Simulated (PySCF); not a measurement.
Nitric acid, HNO3.
Bonds: O1–N2 (double), N2–O3, N2–O4. Hydrogens: H5 on O4.

All values: wB97X-D/pcSseg-2 (PySCF, non-relativistic), on one gas-phase PBE0-D3(BJ)/def2-TZVP geometry that isn't relaxed in the solvent. The solvent is an IEF-PCM continuum (van der Waals radii × 1.2). The model holds no explicit solvent molecules, cavitation or dispersion.

Gas phase at wB97X-D/pcSseg-2: HOMO -11.52 eV, LUMO -0.11 eV, dipole 2.44 D.

**Question.** What does the continuum do to the energy, the frontier levels and the dipole at wB97X-D/pcSseg-2 in chloroform?

**Answer.** 
```json
{"solvent": "chloroform", "ε": "4.711", "E(solvent) − E(gas) (kcal/mol)": "-4.51", "polarisation term (kcal/mol)": "-4.98", "distortion of the solute (kcal/mol)": "0.47", "HOMO (eV)": "-11.47", "LUMO (eV)": "-0.03", "dipole (D)": "2.88"}
```

The polarisation term is half the interaction of the solute with the surface charges that it induces; the rest is the cost of distorting the solute's density. The sum is the electrostatic part of solvation alone.

**Question.** Which radius a makes the point-dipole formula ΔE = −[(ε − 1)/(2ε + 1)]·μ²/a³ give the value in chloroform, with the gas-phase dipole?

**Answer.** μ = 0.960 au and |ΔE| = 0.00719 Eh give a = 1.89 Å; the farthest nucleus lies 1.55 Å from the centroid of the nuclei. The formula assumes a rigid point dipole at the centre of a sphere.

The values belong to the conformer `[O:1]=[N+:2]([O-:3])[OH:4]`: H–O4–N2–O1 0°.

The pairwise dispersion term of wB97X-D wasn't added to the energies; at a given geometry it leaves orbitals and properties as they are.
